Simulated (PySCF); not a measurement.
Atoms are numbered as in `[CH3:1][C@@H:2]1[O:3][C@H:4]1[CH3:5]`. Hydrogens are named by the atom that carries them.

Geometry: PBE0-D3(BJ)/def2-SVP; GIAO shifts from PySCF, gas phase, non-relativistic, averaged over equivalent atoms.

At PBE0/cc-pVDZ (110 basis functions, 16 s wall time on 1 thread of an Arm Neoverse N1, shared host):
| atoms | δ (ppm) |
| --- | --- |
| C2/C4 | 52.7 |
| C1/C5 | 19.1 |
| O3 | 47.8 |
| H(C2)/H(C4) | 2.14 |
| H(C1)/H(C5) | 1.05 |

Scale: TMS for ¹³C (σref 196.75) and ¹H (σref 31.29); ¹⁷O (σref 343.34) vs H2O (reference shieldings calculated alike).

Q: What do these become at PBE0/IGLO-III?

A: 
```tsv
atoms	δ at PBE0/IGLO-III	change
C2/C4	55.8	+3.1
C1/C5	19.3	+0.2
O3	44.2	-3.6
H(C2)/H(C4)	2.33	+0.19
H(C1)/H(C5)	1.13	+0.08
```

References, each an isolated molecule treated in the same way: ¹³C (183.78 ppm) and ¹H (31.37 ppm) against TMS; H2O for ¹⁷O (327.19 ppm).

The largest change is at O3 (ether oxygen). Cost: 255 basis functions, 49 s wall time on 1 thread of an Arm Neoverse N1, shared host.

Experimental scales use liquid or dissolved standards, which lie at an offset from isolated H2O (liquid H2O: subtract about 36 ppm).
